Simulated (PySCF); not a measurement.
What binds to ammonia, and how strongly

Gas-phase complexes of ammonia, each in one structure from a short search with a few starts, optimised by PBE0-D3(BJ)/def2-SVPD or PBE0-D3(BJ)/def2-TZVPD; other ways of binding may lie lower. Energies in kcal/mol, wB97M-D3(BJ)/def2-TZVPD, counterpoise-corrected (PySCF): interaction is complex less parts frozen as they stand in it, binding adds what it costs to deform them. Contacts are written partner···ammonia; electrostatic, Pauli and orbital are terms of the uncorrected same energy, whose rest is dispersion or correlation.

2 other partners are left out, for which the search missed the form known or expected to bind best.

Frequency runs check only 4 of the 6 structures; an imaginary mode is left, so that the point isn't a minimum, in the complex with dinitrogen (25i cm⁻¹). 1 further partner within 0.25 kcal/mol of a listed one is not ranked.

**Question.** Order these partners of ammonia by binding energy, strongest first: aluminium trichloride, methylamine, hydrogen chloride, dinitrogen, aluminium trifluoride, BeF2.

**Answer.** aluminium trifluoride (-40.7), aluminium trichloride (-39.0), BeF2 (-28.3), hydrogen chloride (-8.1), methylamine (-3.1), dinitrogen (-0.6).
```json
{"partner": "aluminium trifluoride", "contact": "Al···N", "distance (Å)": "1.99", "binding": "-40.7", "interaction": "-48.2", "electrostatic": "-73.4", "Pauli": "60.2", "orbital": "-33.7"}
{"partner": "aluminium trichloride", "contact": "Al···N", "distance (Å)": "2.00", "binding": "-39.0", "interaction": "-46.3", "electrostatic": "-78.9", "Pauli": "75.4", "orbital": "-40.6"}
{"partner": "BeF2", "contact": "Be···N", "distance (Å)": "1.76", "binding": "-28.3", "interaction": "-39.0", "electrostatic": "-60.1", "Pauli": "52.8", "orbital": "-31.2"}
{"partner": "hydrogen chloride", "contact": "H···N", "distance (Å)": "1.64", "binding": "-8.1", "interaction": "-10.2", "electrostatic": "-24.9", "Pauli": "35.6", "orbital": "-20.1"}
{"partner": "methylamine", "contact": "H···N", "distance (Å)": "2.24", "binding": "-3.1", "interaction": "-3.2", "electrostatic": "-5.6", "Pauli": "5.1", "orbital": "-2.0"}
{"partner": "dinitrogen", "contact": "N···H", "distance (Å)": "2.66", "binding": "-0.6", "interaction": "-0.6", "electrostatic": "-0.7", "Pauli": "0.6", "orbital": "-0.2"}
```
